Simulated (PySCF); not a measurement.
**HMg: EPR parameters at several levels of theory**

How much do the EPR parameters of HMg (`[MgH]`) depend on the level of theory, and what does each level cost?

Computed with PySCF 2.14.0, with density-fitted response routines of our own, on a single molecule in the gas phase. Atoms are numbered from 0 throughout.

### 1 The molecule as given

2 atoms, charge 0, multiplicity 2; geometry from: GFN2-xTB.

Bonds of the start (Å): Mg0–H1 1.84.

### 2 Optimising the geometry at PBE0-D3(BJ)/def2-SVP

Job settings and geometry (Å):

```
{"job": {"xc": "PBE0", "basis": "def2-SVP", "d3": "d3bj", "grid": 1, "kind": "geom"}, "charge": 0, "multiplicity": 2}
Mg     0.922930    -0.006320    -0.005040
H     -0.917420     0.008860    -0.023260
```

Output:

```text
step   0  E = -200.44068193  max force = 0.011490
step   1  E = -200.44174603  max force = 0.002360
step   2  E = -200.44178263  max force = 0.000510
step   3  E = -200.44178422  max force = 0.000019
optimisation converged
```

Run time: 0.9 s. Hardware: 1 thread, shared host.

The steps of the relaxation:

```
step  energy from step 0 (eV)  largest force component (eV/Å)
   0                   0.0000                          0.5908
   1                  -0.0290                          0.1214
   2                  -0.0300                          0.0262
   3                  -0.0300                          0.0010
```

The bond:

```
  bond  before (Å)  after (Å)  change (Å)
Mg0–H1       1.841      1.745      -0.095
```

The next job starts from the end point, and lists it.

```csv
at the end point,value
point group (found at 0.08 Å tolerance),C∞v
"rotational constants (GHz, main isotopes)","171.5, 171.5"
dipole moment (D),1.27
⟨S²⟩,0.754
```

### 3 EPR parameters: B3LYP/def2-TZVP-core+pcH-1

Job settings and geometry (Å):

```
{"job": {"kind": "epr"}, "charge": 0, "multiplicity": 2}
Mg     0.875349    -0.006010    -0.005413
H     -0.869839     0.008550    -0.022887
```

With the program's defaults for keys left out, this is: UKS B3LYP, def2-TZVP-core on Mg, pcH-1 on H, non-relativistic, mean-field spin-orbit, GIAO.

Output:

```text
UKS, coarse grid
  cycle   1  E = -200.63812023  |g| = 1.77e-01
  cycle   2  E = -200.64410537  |g| = 9.47e-02
  cycle   3  E = -200.65143701  |g| = 2.44e-02
  cycle   4  E = -200.65185598  |g| = 2.40e-03
  cycle   5  E = -200.65186459  |g| = 9.84e-04
UKS, final grid
  cycle   1  E = -200.65187338  |g| = 6.01e-04
  cycle   2  E = -200.65187357  |g| = 3.58e-04
  cycle   3  E = -200.65187369  |g| = 3.62e-05
  cycle   4  E = -200.65187369  |g| = 1.76e-05
internal stability: stable
E = -200.65187369 Eh   <S^2> = 0.7547 (exact 0.7500)
g shifts (ppm)      1          2          3
  rmc           -67        -67        -67
  gc             24         24         14
  oz_so       -2132      -2131          0
  total       -2175      -2174        -53
hyperfine (MHz)  atom isotope    a_iso     a_fc   dipolar eigenvalues
    0  25Mg    -191.94    -192.02    -11.43      5.71      5.71
    1    1H     369.94     369.94     -1.46     -1.46      2.92
```

It took 2.1 s on 1 thread, shared host.

Principal g values 2.00014, 2.00015, 2.00227; g(iso) = 2.00085, against 2.00232 for a free electron.

Hyperfine couplings, nucleus by nucleus at this fixed geometry (no averaging over rotations):

```
nuclei  isotope  a(iso) (MHz)  a(iso) (G, at g = 2.0023)  largest dipolar term (MHz)
    H1       1H         369.9                      132.0                         2.9
   Mg0     25Mg        -191.9                      -68.5                       -11.4
```

Mulliken spin populations:

```
atom  value (e)
 Mg0       0.78
  H1       0.22
```

In first order the couplings over 0.8 MHz of 1H give 2 distinct lines over 132.0 G.

### 4 EPR parameters: PBE/def2-TZVP-core+pcH-1

Job settings and geometry (Å):

```
{"job": {"kind": "epr", "xc": "PBE"}, "charge": 0, "multiplicity": 2}
Mg     0.875349    -0.006010    -0.005413
H     -0.869839     0.008550    -0.022887
```

With the program's defaults for keys left out, this is: UKS PBE, def2-TZVP-core on Mg, pcH-1 on H, non-relativistic, mean-field spin-orbit, GIAO.

Output:

```text
UKS, coarse grid
  cycle   1  E = -200.47859811  |g| = 2.42e-01
  cycle   2  E = -200.45605782  |g| = 1.92e-01
  cycle   3  E = -200.49463733  |g| = 6.47e-02
  cycle   4  E = -200.49940473  |g| = 5.33e-03
  cycle   5  E = -200.49941184  |g| = 2.64e-03
  cycle   6  E = -200.49941693  |g| = 3.33e-04
UKS, final grid
  cycle   1  E = -200.49942529  |g| = 3.69e-04
  cycle   2  E = -200.49942521  |g| = 4.36e-04
  cycle   3  E = -200.49942546  |g| = 2.65e-05
  cycle   4  E = -200.49942546  |g| = 8.40e-06
internal stability: stable
E = -200.49942546 Eh   <S^2> = 0.7526 (exact 0.7500)
g shifts (ppm)      1          2          3
  rmc           -62        -62        -62
  gc             23         23         13
  oz_so       -2212      -2212         -0
  total       -2250      -2250        -48
hyperfine (MHz)  atom isotope    a_iso     a_fc   dipolar eigenvalues
    0  25Mg    -171.73    -171.81    -11.35      5.67      5.67
    1    1H     332.25     332.26     -1.33     -1.33      2.67
```

It took 1.6 s on 1 thread, shared host.

In short: g(iso) 2.00080.

### 5 EPR parameters: PBE0/def2-TZVP-core+pcH-1

Job settings and geometry (Å):

```
{"job": {"kind": "epr", "xc": "PBE0"}, "charge": 0, "multiplicity": 2}
Mg     0.875349    -0.006010    -0.005413
H     -0.869839     0.008550    -0.022887
```

With the program's defaults for keys left out, this is: UKS PBE0, def2-TZVP-core on Mg, pcH-1 on H, non-relativistic, mean-field spin-orbit, GIAO.

Output:

```text
UKS, coarse grid
  cycle   1  E = -200.50530423  |g| = 1.84e-01
  cycle   2  E = -200.51299681  |g| = 7.27e-02
  cycle   3  E = -200.51672103  |g| = 2.33e-02
  cycle   4  E = -200.51702935  |g| = 2.72e-03
  cycle   5  E = -200.51704297  |g| = 9.32e-04
  cycle   6  E = -200.51704455  |g| = 1.86e-04
UKS, final grid
  cycle   1  E = -200.51705003  |g| = 1.11e-04
  cycle   2  E = -200.51705006  |g| = 5.07e-05
  cycle   3  E = -200.51705007  |g| = 3.21e-05
  cycle   4  E = -200.51705007  |g| = 5.54e-06
internal stability: stable
E = -200.51705007 Eh   <S^2> = 0.7545 (exact 0.7500)
g shifts (ppm)      1          2          3
  rmc           -61        -61        -61
  gc             23         23         14
  oz_so       -2101      -2097         -0
  total       -2139      -2135        -48
hyperfine (MHz)  atom isotope    a_iso     a_fc   dipolar eigenvalues
    0  25Mg    -176.94    -177.02    -10.91      5.46      5.46
    1    1H     319.06     319.06     -1.28     -1.28      2.55
```

It took 2.2 s on 1 thread, shared host.

This run: g(iso) 2.00088.

### 6 EPR parameters: BHandHLYP/def2-TZVP-core+pcH-1

Job settings and geometry (Å):

```
{"job": {"kind": "epr", "xc": "BHandHLYP"}, "charge": 0, "multiplicity": 2}
Mg     0.875349    -0.006010    -0.005413
H     -0.869839     0.008550    -0.022887
```

Method: UKS BHandHLYP, def2-TZVP-core on Mg, pcH-1 on H, non-relativistic, mean-field spin-orbit, GIAO.

Output:

```text
UKS, coarse grid
  cycle   1  E = -200.61481087  |g| = 1.28e-01
  cycle   2  E = -200.62337260  |g| = 3.77e-02
  cycle   3  E = -200.62452885  |g| = 1.28e-02
  cycle   4  E = -200.62474350  |g| = 3.78e-03
  cycle   5  E = -200.62479987  |g| = 1.43e-03
  cycle   6  E = -200.62480920  |g| = 7.80e-04
UKS, final grid
  cycle   1  E = -200.62481615  |g| = 4.79e-04
  cycle   2  E = -200.62481688  |g| = 3.03e-04
  cycle   3  E = -200.62481735  |g| = 2.46e-05
  cycle   4  E = -200.62481735  |g| = 4.16e-06
internal stability: stable
E = -200.62481735 Eh   <S^2> = 0.7579 (exact 0.7500)
g shifts (ppm)      1          2          3
  rmc           -68        -68        -68
  gc             24         24         14
  oz_so       -1995      -1993         -0
  total       -2039      -2037        -53
hyperfine (MHz)  atom isotope    a_iso     a_fc   dipolar eigenvalues
    0  25Mg    -193.28    -193.36    -11.01      5.50      5.50
    1    1H     371.42     371.43     -1.37     -1.37      2.73
```

It took 1.9 s on 1 thread, shared host.

Key values: g(iso) 2.00094.

### 7 g tensor and hyperfine couplings: HF/def2-TZVP-core+pcH-1

Job settings and geometry (Å):

```
{"job": {"kind": "epr", "xc": "HF"}, "charge": 0, "multiplicity": 2}
Mg     0.875349    -0.006010    -0.005413
H     -0.869839     0.008550    -0.022887
```

Level: UKS HF, def2-TZVP-core on Mg, pcH-1 on H, non-relativistic, mean-field spin-orbit, GIAO.

Output:

```text
UKS, final grid
  cycle   1  E = -200.13039113  |g| = 9.04e-02
  cycle   2  E = -200.14427105  |g| = 3.86e-02
  cycle   3  E = -200.14868774  |g| = 1.84e-02
  cycle   4  E = -200.15001614  |g| = 8.73e-03
  cycle   5  E = -200.15036157  |g| = 5.38e-03
  cycle   6  E = -200.15052341  |g| = 2.43e-03
  cycle   7  E = -200.15055772  |g| = 3.77e-04
  cycle   8  E = -200.15055841  |g| = 1.06e-04
  cycle   9  E = -200.15055846  |g| = 2.29e-05
  cycle  10  E = -200.15055846  |g| = 5.32e-06
  cycle  11  E = -200.15055846  |g| = 1.48e-06
internal stability: stable
E = -200.15055846 Eh   <S^2> = 0.7604 (exact 0.7500)
g shifts (ppm)      1          2          3
  rmc           -60        -60        -60
  gc             21         21         13
  oz_so       -1805      -1804         -0
  total       -1843      -1843        -46
hyperfine (MHz)  atom isotope    a_iso     a_fc   dipolar eigenvalues
    0  25Mg    -186.90    -186.98     -9.65      4.82      4.82
    1    1H     293.76     293.76     -1.14     -1.14      2.27
```

Wall time 1.4 s (1 thread, shared host).

Key values: g(iso) 2.00108.

### 8 EPR parameters: CAM-B3LYP/def2-TZVP-core+pcH-1

Job settings and geometry (Å):

```
{"job": {"kind": "epr", "xc": "CAM-B3LYP"}, "charge": 0, "multiplicity": 2}
Mg     0.875349    -0.006010    -0.005413
H     -0.869839     0.008550    -0.022887
```

Method: UKS CAM-B3LYP, def2-TZVP-core on Mg, pcH-1 on H, non-relativistic, mean-field spin-orbit, GIAO.

Output:

```text
UKS, coarse grid
  cycle   1  E = -200.61604920  |g| = 1.71e-01
  cycle   2  E = -200.62443569  |g| = 4.75e-02
  cycle   3  E = -200.62585369  |g| = 2.05e-02
  cycle   4  E = -200.62618453  |g| = 5.50e-03
  cycle   5  E = -200.62632808  |g| = 2.32e-03
  cycle   6  E = -200.62635627  |g| = 1.12e-03
  cycle   7  E = -200.62636198  |g| = 2.40e-04
UKS, final grid
  cycle   1  E = -200.62637001  |g| = 1.21e-04
  cycle   2  E = -200.62637004  |g| = 6.73e-05
  cycle   3  E = -200.62637004  |g| = 4.00e-05
  cycle   4  E = -200.62637005  |g| = 1.27e-05
internal stability: stable
E = -200.62637005 Eh   <S^2> = 0.7563 (exact 0.7500)
g shifts (ppm)      1          2          3
  rmc           -67        -67        -67
  gc             24         24         14
  oz_so       -2196      -2189          0
  total       -2239      -2232        -53
hyperfine (MHz)  atom isotope    a_iso     a_fc   dipolar eigenvalues
    0  25Mg    -197.81    -197.90    -11.47      5.74      5.74
    1    1H     361.10     361.10     -1.39     -1.39      2.77
```

It took 2.4 s on 1 thread, shared host.

Key values: g(iso) 2.00081.

### 9 Comparing the runs: EPR parameters

g, ⟨S²⟩ and isotropic hyperfine couplings (MHz), with basis size and wall time:

```
                           run   g(iso)   ⟨S²⟩  1H H1  25Mg Mg0  functions   time
    B3LYP/def2-TZVP-core+pcH-1  2.00085  0.755  369.9    -191.9         66  2.1 s
      PBE/def2-TZVP-core+pcH-1  2.00080  0.753  332.3    -171.7         66  1.6 s
     PBE0/def2-TZVP-core+pcH-1  2.00088  0.755  319.1    -176.9         66  2.2 s
BHandHLYP/def2-TZVP-core+pcH-1  2.00094  0.758  371.4    -193.3         66  1.9 s
       HF/def2-TZVP-core+pcH-1  2.00108  0.760  293.8    -186.9         66  1.4 s
CAM-B3LYP/def2-TZVP-core+pcH-1  2.00081  0.756  361.1    -197.8         66  2.4 s
```

### 10 Outcome

| quantity | value |
| --- | --- |
| point group | C∞v |
| rotational constants (main isotopes) | 171.53, 171.53 GHz |
| g(iso) (B3LYP) | 2.00085 |
| ⟨S²⟩ | 0.755 (exact 0.75) |
| largest a(iso) | 1H on H1, 369.9 MHz |

In words: Single values in the summary come from the first run of each kind that ended normally (B3LYP/def2-TZVP-core+pcH-1), which need not be the best level. The optimisation took 3 steps and gained 0.030 eV; among the close pairs (by a distance rule), Mg0–H1 changed most, from 1.841 to 1.745 Å. Mg0 carries the largest spin population, 0.78 e. The isotropic g lies 1.5 ppt below the free-electron value. The coupling of 1H on H1 runs from 293.8 (HF/def2-TZVP-core+pcH-1) to 371.4 MHz (BHandHLYP/def2-TZVP-core+pcH-1).
